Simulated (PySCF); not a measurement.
## Relaxation of singlet CF₃⁺

Level of theory: PBE0/[C def2-TZVP, F def2-TZVP], no relativity, density fitting, PySCF. A (50,194) grid was used.

A hand-made T-shaped start, of C2v symmetry, held to at least that symmetry:

```xyz
4
charge 1 multiplicity 1, angstrom
C     0.0000    0.0000   -0.4013
F     0.0000    0.0000    0.9609
F     1.3614    0.0000   -0.3538
F    -1.3614    0.0000   -0.3538
```

Optimiser trace:
| step | E − E(last) (kJ/mol) | largest gradient (Eh/bohr) |
| --- | --- | --- |
| 0 | 578.14 | 0.27330 |
| 1 | 220.21 | 0.10800 |
| 2 | 26.29 | 0.09330 |
| 3 | 3.31 | 0.01467 |
| 4 | 0.25 | 0.00676 |
| 5 | 0.04 | 0.00358 |
| 6 | 0.00 | 0.00111 |
| 7 | 0.00 | 0.00006 |

It ends at D3h with C–F 1.230 Å (×3); F–C–F 120.0° (×3). A frequency run shows a minimum. Other isomers or separated fragments may lie lower.

Final geometry:
Coordinates in bohr (charge 1 multiplicity 1):
```
C     0.0000    0.0000    0.0000
F     0.0001    0.0000    2.3238
F     2.0124    0.0000   -1.1619
F    -2.0125    0.0000   -1.1618
```
